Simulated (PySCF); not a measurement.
B3LYP has the VWN-RPA correlation part, as in Gaussian. 

Cartesian coordinates (Å):
SMILES: [SiH3]
```xyz
4

Si     0.0001    -0.0009     0.3412
H     -0.1720     1.4010    -0.1099
H     -1.1271    -0.8490    -0.1159
H      1.2991    -0.5511    -0.1154
```
Charge 0, spin multiplicity 2.

**Question.** What total energy, dipole moment and highest occupied spin orbital does B3LYP-D3(BJ)/def2-TZVP (PySCF) give?

**Answer.** 
```yaml
total_energy: -7925.73 eV
dipole_moment: 0.08 D
highest_occupied_spin_orbital: -6.11 eV
```
